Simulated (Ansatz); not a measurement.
Correlation energies of C5H10, SMILES `CC=C(C)C` by basis set

```xyz
15

C    -1.363    0.265   -1.587
C    -0.536    0.761   -0.451
C     0.273    0.064    0.348
C     1.032    0.738    1.449
C     0.509   -1.410    0.247
H    -2.424    0.477   -1.418
H    -1.090    0.773   -2.518
H    -1.262   -0.808   -1.754
H    -0.611    1.831   -0.260
H     0.773    0.309    2.423
H     2.111    0.597    1.324
H     0.829    1.810    1.483
H     1.572   -1.617    0.085
H     0.237   -1.906    1.185
H    -0.051   -1.883   -0.558
```

Charge 0, multiplicity 1. The structure was optimised at the PBE0-D4/def2-TZVP level. Frozen core, restricted reference, the Gaussian-basis code of Ansatz. CBS rows extrapolate triple and quadruple zeta; past MP2 they add the triple-zeta difference.

| basis | HF (Eh) | MP2 corr. |
| --- | --- | --- |
| def2-SVP | -195.00862 | -0.70577 |
| def2-TZVPP | -195.22089 | -0.85955 |
| def2-QZVPP | -195.23005 | -0.91291 |

Q: Estimate the CCSD correlation energy and the (T) correction in each basis where they were run (hartree).

A: 
```json
{"basis": "def2-SVP", "CCSD corr.": "-0.77076", "(T)": "-0.02495"}
{"basis": "def2-TZVPP", "CCSD corr.": "-0.91219", "(T)": "-0.03789"}
{"basis": "CBS(def2)", "CCSD corr.": "-1.00507", "(T)": "as TZ"}
```
